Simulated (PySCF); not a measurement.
Geometries of 2 isomers of C4H7P, from PBE0-D3(BJ)/def2-SVP geometry optimisation, gas phase in PySCF 2.14.0. One conformer each, no zero-point energy, no frequencies.

**Question.** Which isomer lies lower at this level?
A.
```xyz
12
angstrom
C      2.255   -0.328   -1.070
C      1.419   -0.312   -0.187
P      0.308   -0.355    1.197
C     -0.285    1.398    1.178
C     -1.138   -1.201    0.412
H      2.987   -0.338   -1.858
H     -0.681    1.700    0.197
H      0.548    2.062    1.451
H     -1.070    1.505    1.942
H     -1.443   -0.727   -0.533
H     -0.883   -2.254    0.224
H     -1.979   -1.176    1.122
```
B.
```xyz
12
angstrom
C      2.736   -0.205   -0.420
P      1.192   -0.825   -0.343
C      0.240    0.603    0.233
C     -1.089    0.580    0.443
C     -2.010   -0.577    0.252
H      3.554   -0.851   -0.754
H      3.010    0.825   -0.163
H      0.782    1.539    0.420
H     -1.562    1.507    0.794
H     -2.532   -0.815    1.194
H     -2.794   -0.329   -0.483
H     -1.487   -1.481   -0.092
```

**Answer.** B. That is `C=P/C=C\C`, 10.9 kcal/mol below the other.

```tsv
SMILES	atoms numbered as above	E (Eh)	relative (kcal/mol)	relative (kJ/mol)	dipole (D)
C=P/C=C\C	[CH2:1]=[P:2]/[CH:3]=[CH:4]\[CH3:5]	-497.40205	0.0	0.0	1.28
C#CP(C)C	[CH:1]#[C:2][P:3]([CH3:4])[CH3:5]	-497.38473	10.9	45.5	1.32
```

As drawn, the lower has a C=C bond outside aromatic rings, which the higher lacks; the higher has a C≡C bond, which the lower lacks.
